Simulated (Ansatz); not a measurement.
# H3SO+ (SMILES O[SH2+]): single points off equilibrium

A test off equilibrium: a structure displaced at random from a GFN2-xTB minimum is computed at several levels, and each is set against CCSD(T).

The runs use Ansatz 0.2.0, Gaussian basis; single points in def2-TZVPP.

Correlated methods freeze the cores. B3LYP uses VWN-RPA correlation.

**1. Starting geometry**

SMILES `O[SH2+]`, 5 atoms, charge 1, spin multiplicity 1.

Atoms are counted from 1 here; the program's logs count them from 0.

Bond lengths: O1–S2 1.597 Å, O1–H3 0.973 Å, S2–H4 1.379 Å, S2–H5 1.381 Å. Angles: S2–O1–H3 113.1°, O1–S2–H4 97.4°, O1–S2–H5 97.9°, H4–S2–H5 93.5°.

Coordinates:

```
O     0.4008   -0.8142    0.3418
S    -0.4914    0.4662    0.0029
H     0.0081   -1.3827    1.0274
H    -0.4713    0.3385   -1.3705
H     0.5181    1.4082    0.0148
```

**2. CCSD(T)/def2-TZVPP**

Input file run/in.yaml:

```yaml
crystal:
  periodic: [false, false, false]
  atoms:
    - {symbol: O, position_ang: [0.400800, -0.814200, 0.341800]}
    - {symbol: S, position_ang: [-0.491400, 0.466200, 0.002900]}
    - {symbol: H, position_ang: [0.008100, -1.382700, 1.027400]}
    - {symbol: H, position_ang: [-0.471300, 0.338500, -1.370500]}
    - {symbol: H, position_ang: [0.518100, 1.408200, 0.014800]}
basis:
  gaussian: {orbitals: def2-TZVPP}
total_charge: 1
correlation: {method: ccsd_t}
output: {forces: true}
```

No record of the launch command was kept for these runs.

**3. PBE0-D4/def2-TZVPP**

run/in.yaml: that of step 2 with these lines changed.

```diff
@@ -11,3 +11,3 @@
 total_charge: 1
-correlation: {method: ccsd_t}
-output: {forces: true}
+hamiltonian: {xc: pbe0, dispersion: d4}
+output: {forces: true, orbitals: {seedname: orbitals}}
```

**4. wB97M-V/def2-TZVPP**

run/in.yaml: that of step 3 with these lines changed.

```diff
@@ -11,3 +11,3 @@
 total_charge: 1
-hamiltonian: {xc: pbe0, dispersion: d4}
-output: {forces: true, orbitals: {seedname: orbitals}}
+hamiltonian: {xc: {name: wB97M-V}}
+output: {forces: true}
```

**5. r2SCAN-D4/def2-TZVPP**

run/in.yaml: that of step 4 with these lines changed.

```diff
@@ -11,3 +11,3 @@
 total_charge: 1
-hamiltonian: {xc: {name: wB97M-V}}
+hamiltonian: {xc: r2scan, dispersion: d4}
 output: {forces: true}
```

**6. PBE-D4/def2-TZVPP**

run/in.yaml: that of step 5 with these lines changed.

```diff
@@ -11,3 +11,3 @@
 total_charge: 1
-hamiltonian: {xc: r2scan, dispersion: d4}
+hamiltonian: {xc: pbe, dispersion: d4}
 output: {forces: true}
```

**7. BLYP-D4/def2-TZVPP**

run/in.yaml: that of step 6 with these lines changed.

```diff
@@ -11,3 +11,3 @@
 total_charge: 1
-hamiltonian: {xc: pbe, dispersion: d4}
+hamiltonian: {xc: {name: BLYP}, dispersion: d4}
 output: {forces: true}
```

**8. B3LYP-D4/def2-TZVPP**

run/in.yaml: that of step 7 with these lines changed.

```diff
@@ -11,3 +11,3 @@
 total_charge: 1
-hamiltonian: {xc: {name: BLYP}, dispersion: d4}
+hamiltonian: {xc: {name: B3LYP}, dispersion: d4}
 output: {forces: true}
```

(Steps that only read results are left out.)

Q: Predict the outcome of this session. Wanted: energy less free atoms, CCSD(T)/def2-TZVPP; RMS force component; RMS force error; HOMO and LUMO, PBE0-D4; T1 diagnostic.

As calculated:

```
                                  quantity                                                                                            value
energy less free atoms, CCSD(T)/def2-TZVPP                                                                                        -5.505 eV
                       RMS force component                                                             0.224 to 0.362 eV/Å over the methods
                           RMS force error  PBE0-D4 0.177, wB97M-V 0.116, r2SCAN-D4 0.132, PBE-D4 0.317, BLYP-D4 0.350, B3LYP-D4 0.097 eV/Å
                    HOMO and LUMO, PBE0-D4                                                                              -16.68 and -8.07 eV
                             T1 diagnostic                                                                                            0.013
```

Against CCSD(T) the functionals' energies less atoms differ by -0.801 to -0.274 eV, PBE-D4 by -0.801 eV. The reference is not at the basis limit: in triple zeta CCSD(T) underbinds, which counts against methods that bind more; the gaps are no ranking. The forces of B3LYP-D4 come nearest to CCSD(T), those of BLYP-D4 are farthest. Frozen-core CCSD(T) forces in triple zeta carry basis errors of their own, and this is one geometry, so small gaps rank nothing.
